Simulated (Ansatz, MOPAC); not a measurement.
System: NH3, charge 0, multiplicity 1. SMILES: N

Atoms: N1, H2, H3, H4. Bonds: N1-H2, N1-H3, N1-H4.

Bond lengths (Å) and angles (degrees) optimised at PM3 with MOPAC; MNDO with MOPAC; HF/STO-3G with Ansatz (a program for electronic structure); PBE/6-31G* with Ansatz, each started from the B3LYP-D3(BJ)/def2-TZVP structure (Ansatz) of the last column. A row stands for all coordinates that are equal there. 6-31G* holds six Cartesian d functions. No wavenumbers were computed at MNDO, HF/STO-3G, PBE/6-31G*, so these may be saddle points.

```json
[
 {"coordinate": "N1-H2", "PM3": "0.999", "MNDO": "1.007", "HF/STO-3G": "1.032", "PBE/6-31G*": "1.028", "B3LYP-D3(BJ)/def2-TZVP": "1.014"},
 {"coordinate": "H2-N1-H3", "PM3": "108.0", "MNDO": "105.3", "HF/STO-3G": "104.2", "PBE/6-31G*": "104.9", "B3LYP-D3(BJ)/def2-TZVP": "107.3"}
]
```

Mean signed difference of all 3 bond lengths from B3LYP-D3(BJ)/def2-TZVP: PM3 -0.014 Å, MNDO -0.006 Å, HF/STO-3G 0.019 Å, PBE/6-31G* 0.014 Å.
